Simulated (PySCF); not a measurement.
# Nuclear quadrupole coupling in `O=[PH](O)O`

Compound: H3O3P.
Z-matrix (Å and degrees, PBE0-D3(BJ)/def2-TZVP geometry), rows numbered from 1:
```
O 
P   1  1.4632
O   2  1.5920  1  114.49
O   2  1.5889  1  115.62  3   122.57
H   2  1.3974  1  118.04  3  -119.31
H   3  0.9637  2  110.93  1     4.26
H   4  0.9640  2  111.65  1   -18.37
```

Field gradients from the PBE0/pcSseg-2 density (PySCF, non-relativistic), principal values in atomic units, ordered |Vxx| ≤ |Vyy| ≤ |Vzz|:

```json
{"atom": "O1", "Vxx": "-0.2885", "Vyy": "-0.3672", "Vzz": "0.6557"}
{"atom": "O3", "Vxx": "-0.1941", "Vyy": "-1.2428", "Vzz": "1.4369"}
{"atom": "O4", "Vxx": "-0.1738", "Vyy": "-1.2660", "Vzz": "1.4398"}
```

Problem. Find the asymmetry η = (Vxx − Vyy)/Vzz and the couplings χ = eQV/h (234.96 MHz × Q in barn × V in au), with Q(17O) = −0.0256 b.

Solution. 
| atom | environment | nucleus | η | χzz (MHz) | χxx (MHz) | χyy (MHz) |
| --- | --- | --- | --- | --- | --- | --- |
| O1 | phosphoryl oxygen | 17O | 0.12 | -3.944 | 1.735 | 2.209 |
| O3 | hydroxyl oxygen | 17O | 0.73 | -8.64 | 1.17 | 7.48 |
| O4 | hydroxyl oxygen | 17O | 0.76 | -8.66 | 1.05 | 7.61 |

Problem. What is Vzz at O1 in SI units (1 au = 9.71736 × 10²¹ V/m²)?

Solution. 0.6557 au = 6.372 × 10²¹ V/m².

Problem. And the gradient at the other heavy atoms, for which no coupling is worked out here?

Solution. 
```tsv
atom	environment	Vzz (au)	η
P2	phosphoryl phosphorus	-0.735	0.49
```

Were the hydrogens deuterons (Q(2H) = 0.00286 b), χzz would run from 116 kHz (H5) to 301 kHz (H6 and H7).

Isolated species at its PBE0-D3(BJ)/def2-TZVP geometry (one conformer only).
